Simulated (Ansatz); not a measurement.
# SiF+ (triplet): PBE, r2SCAN, PBE0, B3LYP, wB97M-V, B2PLYP, RPA-PBE over vertical gaps between states, cc-pVDZ

How well do these functionals follow the top wave-function level for SiF+ (triplet) over vertical gaps between states?

The runs use Ansatz 0.2.0, Gaussian basis; cc-pVDZ, all electrons in the functionals, frozen cores in the correlation of double hybrids and RPA.

To be run: PBE, r2SCAN, PBE0, B3LYP, wB97M-V, B2PLYP, RPA-PBE, at charge 1, triplet; charge 1, singlet; charge 1, quintet.

21 further runs of the same task are left out: 7 for a known fault of the program, 5 that didn't finish, 9 set aside as unsound or not needed.

**1. The geometry**

The geometry is a PBE0/def2-TZVP stationary point (not a proven minimum).

2 atoms, charge 1, spin multiplicity 3.

Atoms are counted from 1 here; the program's logs count them from 0.

Bond lengths: Si1–F2 1.555 Å.

No dispersion term is added; wB97M-V holds VV10 nonlocal correlation. B3LYP takes the VWN-RPA correlation.

The geometry shown and the zero of energy belong to the point charge 1, triplet. The yardstick, UCCSDT(Q), and other wave-function levels (R restricted, U unrestricted, valence and pair active spaces) come from earlier runs.

**2. PBE, charge 1, triplet**

in.yaml reads:

```yaml
crystal:
  periodic: [false, false, false]
  atoms:
    - {symbol: Si, position_ang: [0.000000, 0.000000, 0.000000]}
    - {symbol: F, position_ang: [0.000000, 0.000000, 1.554800]}
basis:
  gaussian: {orbitals: cc-pVDZ}
total_charge: 1
magnetization: {spin_polarized: true, initial_magnetization: 2}
hamiltonian: {xc: {name: PBE}}
output: {orbitals: {seedname: orbitals}}
```

Command:

```console
> ansatz run in.yaml --threads 1 --pin off --events-out ev --progress --plain --max-ram 2393MiB
```

After this run come: PBE, charge 1, singlet; PBE, charge 1, quintet; r2SCAN, charge 1, triplet; r2SCAN, charge 1, singlet; r2SCAN, charge 1, quintet; PBE0, charge 1, triplet; PBE0, charge 1, singlet; PBE0, charge 1, quintet; B3LYP, charge 1, triplet; B3LYP, charge 1, singlet; B3LYP, charge 1, quintet; wB97M-V, charge 1, triplet; wB97M-V, charge 1, singlet; wB97M-V, charge 1, quintet; B2PLYP, charge 1, triplet; B2PLYP, charge 1, singlet; B2PLYP, charge 1, quintet; RPA-PBE, charge 1, triplet; RPA-PBE, charge 1, singlet; RPA-PBE, charge 1, quintet.

Before running them: what should the planned runs give, taken together? Wanted: triplet to singlet, UCCSDT(Q); triplet to quintet, UCCSDT(Q); largest miss, PBE; largest miss, r2SCAN; largest miss, PBE0; largest miss, B3LYP; largest miss, wB97M-V; largest miss, B2PLYP; largest miss, RPA-PBE.

The runs gave:

| quantity | value |
| --- | --- |
| triplet to singlet, UCCSDT(Q) | -4.693 eV |
| triplet to quintet, UCCSDT(Q) | 7.618 eV |
| largest miss, PBE | +0.569 eV (triplet to quintet) |
| largest miss, r2SCAN | +0.433 eV (triplet to singlet) |
| largest miss, PBE0 | +0.217 eV (triplet to singlet) |
| largest miss, B3LYP | +0.467 eV (triplet to quintet) |
| largest miss, wB97M-V | +0.498 eV (triplet to quintet) |
| largest miss, B2PLYP | +0.355 eV (triplet to quintet) |
| largest miss, RPA-PBE | +0.071 eV (triplet to singlet) |
| largest miss, RCCSD(T) | -0.021 eV (triplet to quintet) |
| largest miss, UCCSD(T) | -0.022 eV (triplet to quintet) |

**Reading.** Of the functionals, RPA-PBE keep the smallest largest miss at the points compared (at most 0.071 eV) and PBE strays most (0.569 eV, at triplet to quintet). Functionals and the yardstick converge differently with the basis, so part of each miss in cc-pVDZ is the basis.
